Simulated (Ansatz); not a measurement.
A nudged elastic band was laid between two geometries of C₂H₂FN (6 atoms, charge 0, multiplicity 1).

These are results of RKS PBE/STO-3G in Ansatz 0.2.0, not measurements.

```
movable images  : 5
climbing image  : yes
spring          : 5.0 eV/Å²
optimiser       : quadratic models (default)
start path      : through a guess of the saddle point
force threshold : 0.03 eV/Å
iteration limit : 60
end points      : relaxed
```

First end point:

```xyz
6
Properties=species:S:1:pos:R:3
F -0.119 -1.748 1.076
C -0.074 -0.666 0.281
C 0.452 0.061 -0.679
N -0.890 0.652 0.003
H 1.152 0.295 -1.489
H -0.478 1.342 0.763
```

Last end point:

```xyz
6
Properties=species:S:1:pos:R:3
F -0.534 -1.745 0.769
C 0.280 -0.727 0.393
C 1.434 0.007 0.216
N -0.144 0.531 -0.303
H -0.369 0.549 -1.337
H -0.625 1.320 0.215
```

(1) What changes between the two ends?

(2) Give the energies along the band, and the barrier.

(3) What is the geometry of the highest image?

(4) What are the harmonic wavenumbers there?

Results:

(1) Bonds broken: C3–H5. Bonds formed: N4–H5.

(2) The forces met the threshold. The highest image is number 3 of 0 to 6, 1.85 eV above the first end and 0.79 eV above the last; the last end lies 1.05 eV above the first. A vibrational analysis at the climbing image gives one clearly imaginary mode, 858i cm⁻¹: a first-order saddle point. The orbitals stay closed-shell, which can raise the energy where a bond breaks towards radicals; this wasn't checked here. Limits of this set-up: minimal basis.

```
image  path coordinate (Å)  energy (eV)  C3–H5 (Å)  N4–H5 (Å)
    0                 0.00         0.00       1.10       2.55
    1                 0.47         0.61       1.08       2.22
    2                 0.95         1.46       1.12       1.84
    3                 1.42         1.85       1.32       1.33
    4                 1.90         1.66       1.85       1.09
    5                 2.38         1.45       2.17       1.05
    6                 2.87         1.05       2.44       1.06
```

(3) 
```xyz
6
Properties=species:S:1:pos:R:3
F -0.314 -1.639 1.085
C 0.118 -0.697 0.225
C 1.183 -0.168 -0.432
N -0.711 0.482 -0.357
H 0.416 0.729 -1.017
H -0.650 1.229 0.450
```

(4) 858i, 373, 454, 686, 856, 968, 1084, 1238, 1339, 1845, 2354, 3217 cm⁻¹.

Run time: 53 s on 1 thread of Arm Neoverse V2 (shared host), peak memory 0.18 GiB.
